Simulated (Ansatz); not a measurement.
# CH₂ClSi− (SMILES [SiH-]=CCl): single points off equilibrium

The atoms stand at a structure displaced at random from a GFN2-xTB minimum. How far do the functionals agree with CCSD(T) there?

The runs use Ansatz 0.2.0, Gaussian basis; single points in def2-TZVPPD.

Correlated methods freeze the cores.

## 1. Starting geometry

SMILES `[SiH-]=CCl`, 5 atoms, charge -1, spin multiplicity 1.

Atoms are counted from 1 here; the program's logs count them from 0.

Bond lengths: Si1–C2 1.773 Å, Si1–H4 1.488 Å, C2–Cl3 1.796 Å, C2–H5 1.105 Å. Angles: C2–Si1–H4 100.7°, Si1–C2–Cl3 121.4°, Si1–C2–H5 131.9°, Cl3–C2–H5 106.5°.

Geometry (Å):

```xyz
5

Si   -0.4472    0.6825   -1.0956
C     0.3195   -0.1446    0.2728
Cl    2.1032   -0.3267    0.3775
H    -1.8855    0.5031   -0.7578
H    -0.1025   -0.6789    1.1425
```

## 2. CCSD(T)/def2-TZVPPD

File run/in.yaml:

```yaml
crystal:
  periodic: [false, false, false]
  atoms:
    - {symbol: Si, position_ang: [-0.447200, 0.682500, -1.095600]}
    - {symbol: C, position_ang: [0.319500, -0.144600, 0.272800]}
    - {symbol: Cl, position_ang: [2.103200, -0.326700, 0.377500]}
    - {symbol: H, position_ang: [-1.885500, 0.503100, -0.757800]}
    - {symbol: H, position_ang: [-0.102500, -0.678900, 1.142500]}
basis:
  gaussian: {orbitals: "def2-TZVPPD.json"}
total_charge: -1
correlation: {method: ccsd_t}
output: {forces: true}
```

The basis file named in the input lies beside it (Basis Set Exchange, JSON).

The command line of these runs was not kept.

## 3. PBE0-D4/def2-TZVPPD

Edit run/in.yaml of step 2 so:

```diff
@@ -11,3 +11,3 @@
 total_charge: -1
-correlation: {method: ccsd_t}
-output: {forces: true}
+hamiltonian: {xc: pbe0, dispersion: d4}
+output: {forces: true, orbitals: {seedname: orbitals}}
```

## 4. wB97M-V/def2-TZVPPD

Edit run/in.yaml of step 3 so:

```diff
@@ -11,3 +11,3 @@
 total_charge: -1
-hamiltonian: {xc: pbe0, dispersion: d4}
-output: {forces: true, orbitals: {seedname: orbitals}}
+hamiltonian: {xc: {name: wB97M-V}}
+output: {forces: true}
```

## 5. r2SCAN-D4/def2-TZVPPD

Edit run/in.yaml of step 4 so:

```diff
@@ -11,3 +11,3 @@
 total_charge: -1
-hamiltonian: {xc: {name: wB97M-V}}
+hamiltonian: {xc: r2scan, dispersion: d4}
 output: {forces: true}
```

## 6. PBE-D4/def2-TZVPPD

Edit run/in.yaml of step 5 so:

```diff
@@ -11,3 +11,3 @@
 total_charge: -1
-hamiltonian: {xc: r2scan, dispersion: d4}
+hamiltonian: {xc: pbe, dispersion: d4}
 output: {forces: true}
```

## 7. BHLYP-D4/def2-TZVPPD

Edit run/in.yaml of step 6 so:

```diff
@@ -11,3 +11,3 @@
 total_charge: -1
-hamiltonian: {xc: pbe, dispersion: d4}
+hamiltonian: {xc: {name: BHLYP}, dispersion: d4}
 output: {forces: true}
```

## 8. B97M-V/def2-TZVPPD

Edit run/in.yaml of step 7 so:

```diff
@@ -11,3 +11,3 @@
 total_charge: -1
-hamiltonian: {xc: {name: BHLYP}, dispersion: d4}
+hamiltonian: {xc: {name: B97M-V}}
 output: {forces: true}
```

(Steps that only read results are left out.)

**Question.** What will these runs give? Wanted: RMS force component; RMS force error; HOMO and LUMO, PBE0-D4; T1 diagnostic.

As calculated:

| quantity | value |
| --- | --- |
| RMS force component | 0.468 to 0.520 eV/Å over the methods |
| RMS force error | PBE0-D4 0.189, wB97M-V 0.214, r2SCAN-D4 0.131, PBE-D4 0.139, BHLYP-D4 0.270, B97M-V 0.171 eV/Å |
| HOMO and LUMO, PBE0-D4 | -0.76 and 3.79 eV |
| T1 diagnostic | 0.016 |

For forces r2SCAN-D4 does best and BHLYP-D4 worst. Frozen-core CCSD(T) forces in triple zeta carry basis errors of their own, and this is one geometry, so small gaps rank nothing. The restricted Hartree–Fock reference is unstable towards an unrestricted one at one or more of these structures.
